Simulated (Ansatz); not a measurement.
# CH3FN2: the cost of one run

Method: RHF/6-31G*, in Ansatz 0.2.0.

## (1) Starting point

Bond lengths: N1–N2 1.098 Å, C3–F4 1.364 Å, C3–H5 1.091 Å, C3–H6 1.091 Å, C3–H7 1.091 Å. Angles: F4–C3–H5 108.1°, F4–C3–H6 108.1°, F4–C3–H7 108.1°, H5–C3–H6 110.8°, H5–C3–H7 110.8°, H6–C3–H7 110.8°.

Structure file:

```xyz
7

N     0.0779   -0.1804   -3.2596
N    -0.0779    0.1804   -2.2342
C     0.0396    0.0515    1.0736
F    -0.7354   -0.9568    1.5666
H    -0.3725    0.9981    1.4252
H     0.0128   -0.0024   -0.0153
H     1.0555   -0.0904    1.4438
```

## (2) Relaxing the start

input.yaml reads:

```yaml
crystal:
  periodic: [false, false, false]
  atoms:
    - { symbol: "N", position_ang: [0.0779, -0.1804, -3.2596] }
    - { symbol: "N", position_ang: [-0.0779, 0.1804, -2.2342] }
    - { symbol: C, position_ang: [0.0396, 0.0515, 1.0736] }
    - { symbol: F, position_ang: [-0.7354, -0.9568, 1.5666] }
    - { symbol: H, position_ang: [-0.3725, 0.9981, 1.4252] }
    - { symbol: H, position_ang: [0.0128, -0.0024, -0.0153] }
    - { symbol: H, position_ang: [1.0555, -0.0904, 1.4438] }
basis:
  gaussian: { orbitals: "6-31G*" }
hamiltonian:
  xc: hf
relax:
  f_tol: 0.02
  max_steps: 40
scf:
  lower_state_search: "off"
```

Command:

```
$ ansatz run input.yaml --threads 1 --pin off --max-ram 2048MiB --backend cpu --events-out ev --progress --plain --runs-dir out
```

**Question.** How long does this run take on 1 thread of an Arm CPU, shared host, and how much memory does it need?

About 15 s, with a peak of 0.11 GiB.
